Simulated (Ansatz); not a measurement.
# AlHSi: the cost of one run

Program: Ansatz 0.2.0, Gaussian basis. Level of theory: the settings change from run to run. These are calculated values, not measurements.

17 further runs of the same task are left out: 2 for a known fault of the program, 9 that didn't finish, 6 set aside as unsound or not needed.

**1. The geometry**

The geometry derives from a PBE0/def2-TZVP stationary point (not a proven minimum). One angle is set to the value named; bond lengths are kept.

3 atoms, charge 0, spin multiplicity 1.

Atoms are counted from 1 here; the program's logs count them from 0.

Bond lengths: Si1–Al2 2.647 Å, Si1–H3 1.545 Å. Angles: Al2–Si1–H3 70.6°.

**2. BCCD/cc-pVTZ**

File in.yaml:

```yaml
crystal:
  periodic: [false, false, false]
  atoms:
    - {symbol: Si, position_ang: [0.000000, -0.149385, 1.274189]}
    - {symbol: Al, position_ang: [0.000000, 0.105048, -1.360074]}
    - {symbol: H, position_ang: [0.000000, 1.350477, 0.903479]}
basis:
  gaussian: {orbitals: cc-pVTZ}
magnetization: {spin_polarized: false}
hamiltonian: {xc: {name: PBE0}}
correlation: {method: bccd, electrons: outside_noble_gas}
accuracy: high
scf: {lower_state_search: light}
```

On the command line:

```bash
$ ansatz run in.yaml --threads 1 --pin off --events-out ev --progress --plain --max-ram 2393MiB
```

**Question.** How long does this run take on 1 thread of Intel Xeon Platinum 8375C at 2.90GHz, shared host, and how much memory does it need?

About 19 s, with a peak of 0.37 GiB.
